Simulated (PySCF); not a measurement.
Species: 5-methylisoxazole, C4H5NO.
Atom-mapped SMILES: `[CH3:1][c:2]1[cH:3][cH:4][n:5][o:6]1` (hydrogens: H7, H8, H9 on C1; H10 on C3; H11 on C4)

A GFN2-xTB structure was refined with PBE0-D3(BJ)/def2-TZVP geometry optimisation, gas phase (PySCF 2.14.0). Its GFN2-xTB values:

```
coordinate  GFN2-xTB
     C1–C2   1.483 Å
     C1–H7   1.086 Å
     C2–C3   1.368 Å
     C2–O6   1.343 Å
     C3–C4   1.412 Å
    C3–H10   1.069 Å
     C4–N5   1.303 Å
    C4–H11   1.071 Å
     N5–O6   1.353 Å
  C1–C2–C3    132.5°
  C1–C2–O6    118.7°
  C2–C3–C4    103.7°
  C2–O6–N5    109.6°
  C3–C2–O6    108.8°
  C3–C4–N5    110.9°
  C4–N5–O6    107.1°
```

Task: How do these coordinates change at the PBE0-D3(BJ)/def2-TZVP level?

Result: 
```csv
coordinate,PBE0-D3(BJ)/def2-TZVP (Å or °),change
N5–O6,1.376,+0.023
C2–C3,1.357,-0.011
C4–H11,1.081,+0.010
C3–H10,1.077,+0.008
C1–C2,1.478,-0.005
C2–O6,1.339,-0.004
C3–C4,1.415,+0.003
C1–H7,1.089,+0.003
C4–N5,1.302,-0.001
C1–C2–O6,117.0,-1.7
C4–N5–O6,105.4,-1.7
C1–C2–C3,133.7,+1.2
C3–C4–N5,112.0,+1.1
C3–C2–O6,109.3,+0.5
C2–O6–N5,109.8,+0.2
C2–C3–C4,103.5,-0.2
```

The energy falls by 2.4 kJ/mol over 11 energy and gradient evaluations, the largest force component goes from 0.0185 to 1.8e-04 Eh/bohr, and the atoms move by 0.014 Å rms after alignment. The bond that changes most is N5–O6 (pyridine-type nitrogen to ring oxygen), which lengthens by 0.023 Å. Bonds longer at the end by more than 0.005 Å: 3 of 11; shorter: 2. Rotational constants go from 9358, 3609, 2647 to 9379, 3610, 2650 MHz.

The run used 216 basis functions and 77 SCF cycles in all. On an Arm Neoverse V2 with one thread, no GPU, shared host with 96 logical CPUs at a one-minute load of 80, this took 2.5 min and 0.87 GiB of memory at its peak.

No PBE0-D3(BJ)/def2-TZVP frequencies stand behind this structure, so it isn't proved a minimum.
